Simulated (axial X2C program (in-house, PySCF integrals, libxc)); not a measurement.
# PSi⁺: properties at the nuclei

Aim: properties at the nuclei of PSi⁺, with spin–orbit coupling in the Hamiltonian from the start.

Method: two-component X2C with atomic mean-field terms, P dyall-v3z, Si dyall-v3z; program: an in-house X2C program for linear molecules on PySCF integrals.

All values are calculated.

**1. The job**

File task.json:

```json
{
 "zs": [
  15,
  14
 ],
 "q": 1,
 "bas": [
  "dyall-v3z",
  "dyall-v3z"
 ],
 "r0": 2.09,
 "levels": [
  "PBE0",
  "HF",
  "LDA",
  "BP86",
  "TPSSh"
 ],
 "nst": 3
}
```

Keys: zs atomic numbers; q charge; bas basis sets; r0 starting distance in Å; levels methods (HF also brings MP2); nst determinants followed.

Started as:

```console
> python soeom.py task.json out
```

After this run come: Expectation values, lowest determinant; Expectation values, a higher determinant; Expectation values, a higher determinant.

**Question.** What will these runs give? Wanted: lowest determinant; Eeff magnitude; Ws magnitude P; A∥/gI P; qzz P; higher determinant (for each run or level that gives them).

**Answer**, as computed:

| quantity | value |
| --- | --- |
| lowest determinant | Ω = 1 (excess of +ω over −ω: ω = -1/2, ω = 3/2) |
| Eeff magnitude (GV/cm), PBE0 | 0.0151 |
| Ws magnitude P (kHz), PBE0 | 0.0082 |
| A∥/gI P (MHz), PBE0 | -142 |
| qzz P (a.u.), PBE0 | -2.04 |
| higher determinant | Ω = 2 (excess of +ω over −ω: ω = 1/2, ω = 3/2) |
| Eeff magnitude (GV/cm), PBE0, higher determinant | 0.0169 |
| Ws magnitude P (kHz), PBE0, higher determinant | 0.0265 |
| A∥/gI P (MHz), PBE0, higher determinant | 92.7 |
| qzz P (a.u.), PBE0, higher determinant | 0.64 |
| higher determinant | Ω = 0 (closed shell) |
| qzz P (a.u.), PBE0, higher determinant | -2.24 |
| qzz Si (a.u.), PBE0, higher determinant | -1.99 |

What this shows: In the first state, the effective field runs from 0.00543 to 0.111 GV/cm over the mean-field levels, so the levels don't agree on it. The expectation values come from single determinants, which for open shells can mix terms of unlike spin or miss the lowest Ω, so a determinant need not be a state. Eeff is the effective electric field on the electron dipole moment in this Ω state and Ws the scalar–pseudoscalar constant (defined with the proton number Z and per Ω); A∥ is the parallel hyperfine constant, which follows by multiplying with the nuclear g factor gI = μI/(I μN); qzz is the electric field gradient, eQq0 = 234.96 MHz × Q/barn × qzz. The operators were transformed with the bare-nucleus X2C matrices.
